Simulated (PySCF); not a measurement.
Na₂, SMILES [Na][Na].

Geometry optimised at PBE-D3(BJ)/def2-TZVPD.

Two levels are set side by side: PBE/def2-TZVPD (PySCF) and B3LYP/def2-TZVPD (PySCF). Same geometry, gas phase. Differences are taken from unrounded values.

```csv
quantity,PBE
orbital gap (eV),1.33
highest occupied level (eV),-3.14
lowest empty level (eV),-1.80
mean polarisability (bohr³),239.7
```

Q: These are the PBE values. What does B3LYP give? (An estimate is asked for; the answer gives what the named calculation found.)

A: 
```json
[
 {"quantity": "orbital gap (eV)", "B3LYP": "2.02", "PBE minus B3LYP": "-0.69"},
 {"quantity": "highest occupied level (eV)", "B3LYP": "-3.55", "PBE minus B3LYP": "0.41"},
 {"quantity": "lowest empty level (eV)", "B3LYP": "-1.53", "PBE minus B3LYP": "-0.27"},
 {"quantity": "mean polarisability (bohr³)", "B3LYP": "229.3", "PBE minus B3LYP": "10.3"}
]
```

Without exact exchange PBE keeps part of each electron's self-repulsion, which lifts occupied levels and narrows the gap. PBE's more diffuse valence density responds more strongly to a field. Differences between two approximate levels are no errors against the true value.

Rough cost on one machine, each run with all the roots and properties that it gave: B3LYP against PBE within a factor of 2.
